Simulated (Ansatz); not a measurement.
# PHF2 (singlet): from Hartree-Fock to the top rungs, cc-pVDZ

Aim: climb from Hartree-Fock through coupled cluster for PHF2 (singlet) at one geometry and basis, and see what each rung misses.

The runs use Ansatz 0.2.0, Gaussian basis; cc-pVDZ, core rule «outside noble gas», up to 7 orbitals frozen.

The runs, in order: UHF; CCSD(T) on RHF; BCCD(T) on RHF; CISD; CCSDT(Q) on RHF.

18 further runs of the same task are left out: 6 for a known fault of the program, 3 that didn't finish, 9 set aside as unsound or not needed.

### 1 The system

The geometry is a PBE0/def2-TZVP stationary point (not a proven minimum).

4 atoms, charge 0, spin multiplicity 1.

Atoms are counted from 1 here; the program's logs count them from 0.

Bond lengths: F1–P2 1.587 Å, P2–F3 1.587 Å, P2–H4 1.434 Å. Angles: F1–P2–F3 99.3°, F1–P2–H4 95.5°, F3–P2–H4 95.5°.

### 2 UHF

Input file in.yaml:

```yaml
crystal:
  periodic: [false, false, false]
  atoms:
    - {symbol: F, position_ang: [0.046705, 0.470913, 1.208966]}
    - {symbol: P, position_ang: [-0.098795, -0.546595, 0.000000]}
    - {symbol: F, position_ang: [0.046705, 0.470913, -1.208966]}
    - {symbol: H, position_ang: [1.275275, -0.955519, 0.000000]}
basis:
  gaussian: {orbitals: cc-pVDZ}
magnetization: {spin_polarized: true, initial_magnetization: 0}
hamiltonian: {xc: hf}
output: {orbitals: {seedname: orbitals}}
```

Run with:

```
> ansatz run in.yaml --threads 1 --pin off --events-out ev --progress --plain --max-ram 2393MiB
```

Further steps of the session: CCSD(T) on RHF; BCCD(T) on RHF; CISD; CCSDT(Q) on RHF.

Q: Predict the results of all the runs planned. Wanted: RCCSDT(Q) below the RHF energy; RMP2 from RCCSDT(Q); RCCSD from RCCSDT(Q); RCCSD(T) from RCCSDT(Q); T1 diagnostic.

As calculated:

| quantity | value |
| --- | --- |
| RCCSDT(Q) below the RHF energy | -14.0674 eV |
| RMP2 from RCCSDT(Q) | +18.80 kcal/mol |
| RCCSD from RCCSDT(Q) | +6.96 kcal/mol |
| RCCSD(T) from RCCSDT(Q) | +1.10 kcal/mol |
| levels within 1 kcal/mol (43 meV) | BCCD(T), RCCSDT |
| T1 diagnostic | 0.013 |

RCCSD(T) lands +1.10 kcal/mol from the yardstick (0.3 % of the correlation energy). These misses are within one basis, not against nature.
